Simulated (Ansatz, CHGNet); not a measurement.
How well does each level of theory give the equilibrium lattice constant a of hcp Cd?

Reference value: 2.979 Å (measured, 293 K, no zero-point or thermal correction; as tabulated in Wikipedia's data pages).

```csv
level (code),value (Å),difference (%)
CHGNet 0.3.0 (CHGNet),3.076,+3.26
LDA (Ansatz),2.903,-2.55
PBE (Ansatz),3.019,+1.34
rVV10 (Ansatz),3.054,+2.52
```

The reference is not for a static lattice or low temperature, so close values are not ranked against it. Off by more than 1.25 % (a bound picked here): CHGNet 0.3.0 (+3.26 %), LDA (-2.55 %), PBE (+1.34 %), rVV10 (+2.52 %).

The reference has no zero-point or thermal correction, while the calculations are for a static lattice, so the differences are not the levels' errors alone. A static lattice is as a rule a little smaller than the measured one.  Cutoffs and k meshes differ between the levels. Ansatz's density-functional and Hartree–Fock values are scalar-relativistic unless marked +SOC, with PAW data made under PBE.

Machine-learned potentials (CHGNet 0.3.0) are trained on DFT data, which may include these solids.

Differences are worked out from the printed values.

Ansatz is an electronic-structure program.
